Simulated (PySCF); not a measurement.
These are PySCF 2.14.0 with M06-2X/def2-TZVP // B3LYP-D3(BJ)/def2-TZVP values and carry that method's errors. Gas-phase values, no solvent. One relaxed conformer stands for a flexible species; it need not be the lowest. Delta-SCF ions had no search for a lower state. Excitations are Tamm–Dancoff values on a coarser integration grid. The basis has no diffuse functions, so Rydberg states are missing or too high.

Reference species (SMILES): `O=C` (neutral, multiplicity 1).

```json
{
 "S1–T1 gap (TDA)": "0.55 eV",
 "vertical ionisation energy (Delta-SCF)": "10.97 eV"
}
```

Changed species: `O=CO[SiH3]` (O–C–O–Si torsion 0°) (X = siloxy; the reference has X = H).

### Question
Give the shifts of the S1–T1 gap (TDA) and vertical ionisation energy (Delta-SCF).

### Answer
the S1–T1 gap (TDA) falls by 0.09 eV, to 0.46 eV; the vertical ionisation energy (Delta-SCF) rises by 0.35 eV, to 11.32 eV.
